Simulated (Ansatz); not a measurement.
Ansatz (a quantum-chemistry and plane-wave program) input (CCSD(T)/6-31G):

Ansatz 0.2 input:
```yaml
crystal:
  periodic: [false, false, false]
  atoms:
    - {symbol: C, position_ang: [-0.01039700, 0.04948473, 0.04581695]}
    - {symbol: C, position_ang: [0.04562202, 0.74152005, 1.29268063]}
    - {symbol: C, position_ang: [-0.01671205, -0.74121037, 1.32473380]}
    - {symbol: C, position_ang: [0.71188699, 0.03234486, -1.25579947]}
    - {symbol: C, position_ang: [-0.80282912, 0.06363022, -1.21668527]}
    - {symbol: H, position_ang: [0.72740551, 1.45715498, 1.72579549]}
    - {symbol: H, position_ang: [-0.95012484, -1.21444087, 1.61781362]}
    - {symbol: H, position_ang: [0.87066798, -1.30201312, 1.60781105]}
    - {symbol: H, position_ang: [1.18804037, -0.89298083, -1.55656501]}
    - {symbol: H, position_ang: [1.23209161, 0.93132286, -1.56122286]}
    - {symbol: H, position_ang: [-1.33361655, -0.83962603, -1.48896764]}
    - {symbol: H, position_ang: [-1.29988894, 0.98596608, -1.48914431]}
basis:
  gaussian:
    orbitals: 6-31G
magnetization: {spin_polarized: true, initial_magnetization: 1}
correlation: {method: ccsd_t, electrons: outside_noble_gas}
```

End of the output:

```
integrals: 0.07 GiB planned
859 factors; integrals over basis functions are off by at most 2.0e-4 eV
mean field: 0.18 GiB planned
mean field evaluation 1: about -5254.4958 eV, gradient 1.7e1 eV
mean field evaluation 2: about -5254.4975 eV, gradient 1.7e1 eV
mean field evaluation 4: about -5256.8497 eV, gradient 2.2e0 eV
mean field evaluation 8: about -5256.9155 eV, gradient 9.2e-4 eV
mean field evaluation 16: about -5256.9123 eV, gradient 4.3e-1 eV
mean field -5256.91514516 eV, -193.1880683197 hartree, gradient 7.0e-6 eV, S^2 0.764367; 1 other end points of the search recorded, 0 dependent functions left out
5 core orbitals not correlated
reference -5256.91514516 eV, -193.1880683197 hartree; 14, 13 occupied and 40, 41 virtual orbitals, 859 factors
second order -11.52337389 eV of doubles, -0.00000000 eV of singles
coupled cluster: 0.28 GiB planned
cycle   1  -12.36205718 eV  change   -8.4e-1 eV  update   8.0e-2
cycle   2  -12.80860899 eV  change   -4.5e-1 eV  update   3.0e-2
cycle   3  -12.88914082 eV  change   -8.1e-2 eV  update   1.2e-2
cycle   4  -12.89371900 eV  change   -4.6e-3 eV  update   4.5e-3
cycle   5  -12.89432136 eV  change   -6.0e-4 eV  update   2.0e-3
cycle   6  -12.89422939 eV  change    9.2e-5 eV  update   7.0e-4
cycle   7  -12.89418729 eV  change    4.2e-5 eV  update   2.6e-4
cycle   8  -12.89420067 eV  change   -1.3e-5 eV  update   9.3e-5
cycle   9  -12.89419133 eV  change    9.3e-6 eV  update   4.1e-5
cycle  10  -12.89419077 eV  change    5.6e-7 eV  update   1.5e-5
perturbative correction -0.35677721 eV, -0.0131113205 hartree
Total energy: -5270.16611314 eV, -193.6750324111 hartree
```

It need not be the lowest isomer of its formula.
